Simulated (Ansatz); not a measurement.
Consider the substitution at a C–C bond: `CCCC(C)(C)C` + `OCF` → `CCOCF` + `CC(C)(C)C`.

Program: Ansatz. Geometries: PBE0-D4/def2-TZVP. ΔE: electronic, gas phase. CCSD(T)/CBS is the MP2 limit (def2-TZVPP, def2-QZVPP) plus CCSD(T) − MP2 in def2-TZVPP, frozen cores. DFT in def2-TZVPP. Each species was taken in one conformer, which may not be the lowest.

`CCCC(C)(C)C`:

```xyz
23

C     0.612    1.934   -2.200
C    -0.028    1.390   -0.934
C     0.449   -0.018   -0.613
C    -0.125   -0.679    0.648
C     0.489   -2.072    0.768
C    -1.642   -0.816    0.547
C     0.233    0.126    1.894
H     0.265    2.945   -2.424
H     0.377    1.303   -3.062
H     1.701    1.969   -2.107
H    -1.117    1.399   -1.048
H     0.198    2.061   -0.099
H     0.227   -0.667   -1.470
H     1.543   -0.005   -0.524
H     1.579   -2.015    0.848
H     0.113   -2.592    1.654
H     0.249   -2.683   -0.107
H    -2.136    0.158    0.516
H    -1.927   -1.368   -0.354
H    -2.037   -1.359    1.410
H     1.316    0.263    1.976
H    -0.107   -0.390    2.796
H    -0.231    1.115    1.886
```

`OCF`:

Z-matrix (Å, degrees):
```
C
F 1 1.381
O 1 1.370 2 111.1
H 1 1.091 2 107.8 3 -117.4
H 1 1.096 2 106.3 3 123.2
H 3 0.962 1 109.3 2 70.7
```

`CCOCF`:

Cartesian coordinates in Å:
```
C 0.295 0.466 1.709
C 0.064 0.519 0.222
O -0.032 -0.813 -0.264
C -0.353 -0.906 -1.584
F 0.699 -0.503 -2.389
H 1.219 -0.068 1.934
H -0.529 -0.044 2.211
H 0.374 1.478 2.113
H 0.887 1.036 -0.284
H -0.866 1.055 -0.014
H -1.204 -0.264 -1.850
H -0.553 -1.956 -1.804
```

`CC(C)(C)C`:

Z-matrix (Å, degrees):
```
C
C 1 1.526
H 1 1.094 2 111.0
H 1 1.094 2 111.1 3 120.0
H 1 1.094 2 111.0 3 -120.0
C 2 1.526 1 109.5 3 -179.9
C 2 1.526 1 109.5 3 60.1
C 2 1.526 1 109.5 3 -59.9
H 6 1.094 2 111.0 1 60.1
H 6 1.094 2 111.0 1 -179.9
H 6 1.094 2 111.0 1 -59.9
H 7 1.094 2 111.1 1 -180.0
H 7 1.094 2 111.0 1 60.0
H 7 1.094 2 111.1 1 -59.9
H 8 1.094 2 111.0 1 -180.0
H 8 1.094 2 111.0 1 60.0
H 8 1.094 2 111.0 1 -60.0
```

```tsv
level	ΔE (kJ/mol)
r2SCAN	15.9
BHLYP	11.5
```

Q: What does CCSD(T)/CBS give? (Best estimate.)

A: Ansatz gave: +25.9 kJ/mol. The listed levels differ from it by -10.0, -14.4 kJ/mol.

Largest T1 diagnostic among the species: 0.011.

In def2-TZVPP, CCSD(T) changes the Hartree–Fock value by +17.4 kJ/mol (the triples alone add +1.4 kJ/mol) and MP2 by +22.7 kJ/mol. At CCSD(T), def2-SVP lies −6.8 kJ/mol from the extrapolated value and def2-TZVPP −1.8 kJ/mol. From BLYP to BHLYP (50 % exact exchange), in def2-TZVPP and without D4, ΔE moves by +5.6 kJ/mol.
